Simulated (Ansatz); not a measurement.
Born–Oppenheimer molecular dynamics of H$_{2}$N (3 atoms, charge 0, multiplicity 2). It goes on from the last frame of an earlier run, with new velocities.

Method: UKS PBE0-D4/def2-SVP in Ansatz 0.2.0.

* ensemble: NVE (velocity Verlet)
* time step: 1 fs
* steps asked: 266
* starting velocities drawn for: 400 K
* seed: 64593

First frame:

```xyz
3
Properties=species:S:1:pos:R:3
N 0.346 -0.206 0.171
H 0.121 0.814 0.155
H -0.469 -0.597 -0.325
```

Q: How far do the bonds stretch over the last three quarters of this one trajectory? (Pairs bonded in most of those frames.)

A: 
```tsv
bond	mean (Å)	spread (Å)	shortest	longest
N1–H2	1.035	0.019	0.99	1.08
N1–H3	1.037	0.033	0.98	1.09
```

Mean temperature of the second half: 206 K. The conserved energy stayed within 2 meV per atom of its start (net change 0.72 meV per atom), so the integration is sound. Over the second half the temperature averaged 0.52 of the 400 K drawn at the start: a run that starts near a minimum puts about half its kinetic energy into the potential. A run of 0.27 ps of so small a system gives no equilibrium averages.

The run took 68 s on 1 thread of Arm Neoverse V2, with other jobs on the host, peak memory 0.073 GiB.
